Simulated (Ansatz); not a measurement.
Coupled-cluster run, C₃H₆FN (`NC/C=C\F`).

```yaml
crystal:
  periodic: [false, false, false]
  atoms:
    - {symbol: N, position_ang: [-0.535672, 1.448965, 0.852937]}
    - {symbol: C, position_ang: [-0.148090, 0.045267, 0.777432]}
    - {symbol: C, position_ang: [0.714949, -0.176344, -0.417757]}
    - {symbol: C, position_ang: [0.536441, -1.102563, -1.341261]}
    - {symbol: F, position_ang: [-0.471253, -1.986962, -1.296020]}
    - {symbol: H, position_ang: [-1.059240, 1.625560, 1.700975]}
    - {symbol: H, position_ang: [-1.138567, 1.684888, 0.074090]}
    - {symbol: H, position_ang: [-0.990239, -0.658314, 0.758001]}
    - {symbol: H, position_ang: [0.434972, -0.182620, 1.677271]}
    - {symbol: H, position_ang: [1.555606, 0.495427, -0.554820]}
    - {symbol: H, position_ang: [1.166493, -1.250104, -2.210247]}
basis:
  gaussian: {orbitals: def2-TZVPP}
correlation: {method: ccsd_t}
```

```sh
$ ansatz run in.yaml --threads 4 --pin off --events-out ev --progress --plain --max-ram 10444MiB
```

The program prints (abridged):

```
Functional definition: HF
1442 factors; integrals over basis functions are off by at most 9.4e-4 eV
mean field evaluation 1: about -7372.0002 eV, gradient 3.9e1 eV
mean field evaluation 2: about -7372.2400 eV, gradient 4.0e1 eV
mean field evaluation 4: about -7375.8915 eV, gradient 4.2e0 eV
mean field evaluation 8: about -7375.9553 eV, gradient 2.6e-1 eV
mean field -7375.95576902 eV, -271.0613749092 hartree, gradient 4.1e-6 eV, S^2 0.000000; 0 other end points of the search recorded, 0 dependent functions left out
5 core orbitals not correlated: weight in the atoms' cores, before any rotation towards them, 1.000 or more for the frozen orbitals, at most 0.000 for the correlated occupied ones
reference -7375.95576902 eV, -271.0613749092 hartree; 15, 15 occupied and 219, 219 virtual orbitals, 1442 factors
second order -25.95499691 eV of doubles, -0.00000000 eV of singles
cycle   1  -26.14941917 eV  change   -1.9e-1 eV  update   1.0e-1
cycle   2  -26.72013298 eV  change   -5.7e-1 eV  update   3.1e-2
cycle   3  -26.85887029 eV  change   -1.4e-1 eV  update   1.6e-2
cycle   4  -26.85150354 eV  change    7.4e-3 eV  update   3.9e-3
cycle   5  -26.85014868 eV  change    1.4e-3 eV  update   1.7e-3
cycle   6  -26.85120861 eV  change   -1.1e-3 eV  update   4.2e-4
cycle   7  -26.85101521 eV  change    1.9e-4 eV  update   1.7e-4
cycle   8  -26.85093321 eV  change    8.2e-5 eV  update   5.5e-5
cycle   9  -26.85094022 eV  change   -7.0e-6 eV  update   2.4e-5
perturbative correction -1.04837793 eV, -0.0385271783 hartree
Total energy: -7403.85508718 eV, -272.0866559405 hartree
```

Run time 2.2 min (4 threads of an Arm Neoverse V2 on a shared host); peak host memory 4.9 GiB.

Correlation energy per correlated electron: -0.930 eV. T1 diagnostic: 0.0110.
